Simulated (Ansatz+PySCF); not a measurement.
singlet HCl: levels of theory in one basis

```yaml
atoms:
  - { symbol: H, position_ang: [0.0000, 0.0000, -1.8207] }
  - { symbol: Cl, position_ang: [0.0000, 0.0000, 0.1071] }
```

Basis set: cc-pVDZ (spherical functions). Frozen core: 5 orbitals. Charge 0, multiplicity 1.

Computed with Ansatz (development build ahead of 0.2.0); each method stands on the lowest determinant of its kind that the runs found. NEVPT2 correlates all electrons. Active spaces start from the frontier orbitals, and the lowest solution found is given.

```csv
method,E − E(RHF) (eV),<S²> of the determinant
RHF,0.00,0.00
UHF,-0.33,0.50
RHF-MP2,-4.26,–
RHF-CCSD,-4.90,–
RHF-CCSD(T),-5.02,–
UHF-CCSD(T),-4.99,0.50
full CI (lowest root of this spin),-5.05,–
"CASSCF(8,5)",-1.25,–
"CASSCF(2,2)",-1.23,–
"SC-NEVPT2(2,2)",-4.75,–
"SC-NEVPT2(8,5)",-4.37,–
```

**Question.** What does UHF-MP2 give on the same scale?

**Answer.** -3.82 eV.

At such a shape the full CI root can have another spatial symmetry than the determinants, so the rows needn't describe one state.

**Question.** Is a single determinant a sound starting point here?

**Answer.** It is doubtful. Unrestricted orbitals lower Hartree–Fock by 0.33 eV and <S²> is 0.50 where a pure state has 0.00, a sign of strong static correlation. The CASSCF(8,5) natural occupations are 2.00, 2.00, 2.00, 1.84, 0.16. The CASSCF(2,2) natural occupations are 1.84, 0.16.

Caution for RHF, RHF-MP2, RHF-CCSD, RHF-CCSD(T): an unrestricted determinant lies well below. Caution for UHF, UHF-MP2, UHF-CCSD(T): the unrestricted determinant is spin contaminated. Caution for RHF-MP2, RHF-CCSD, RHF-CCSD(T): bonds are stretched, where a single reference can fail. Caution for UHF-MP2, UHF-CCSD(T): large amplitudes, a single reference is doubtful; a plain start can end on a higher determinant. Caution for UHF-MP2: another reference gives a lower total. Caution for CASSCF(2,2): other starts end on other solutions of this active space.
